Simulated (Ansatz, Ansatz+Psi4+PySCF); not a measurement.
```json
{"atom": "S", "x (Å)": "0.3000", "y (Å)": "0.3000", "z (Å)": "0.3000"}
{"atom": "S", "x (Å)": "-0.1657", "y (Å)": "-1.2299", "z (Å)": "1.3570"}
{"atom": "S", "x (Å)": "-0.3897", "y (Å)": "1.9998", "z (Å)": "0.8565"}
```

Basis set: cc-pV(T+d)Z (spherical functions). Frozen core: 15 orbitals. Charge 0, multiplicity 1.

Computed with Ansatz (development build ahead of 0.2.0); each method stands on the lowest determinant of its kind that the runs found. Restricted open shells among the atoms or ions are ROHF, correlated in semicanonical orbitals with singles.

Q: Give the atomization energy at this shape (free ground-state atoms in the same class of orbitals less the molecule, no zero-point energy) of singlet S₃ by RHF-CCSD(T), RHF-CCSD, UHF-CCSD(T), UHF-CCSD, RHF-MP2, UHF-MP2, UHF.

A:

```csv
method,atomization energy
RHF-CCSD(T),6.51 eV
RHF-CCSD,5.85 eV
UHF-CCSD(T),6.33 eV
UHF-CCSD,5.78 eV
RHF-MP2,7.01 eV
UHF-MP2,6.29 eV
UHF,2.84 eV
```

Caution for RHF-CCSD(T), RHF-CCSD, RHF-MP2: an unrestricted determinant lies well below; large share of triples, a single reference is doubtful. Caution for UHF-CCSD(T), UHF-MP2: another reference gives a lower total. Caution for UHF-CCSD(T), UHF-CCSD, UHF-MP2: large amplitudes, a single reference is doubtful. Caution for UHF-CCSD(T), UHF-CCSD, UHF-MP2, UHF: the determinant breaks the point group; the unrestricted determinant is a mixture of spin states.
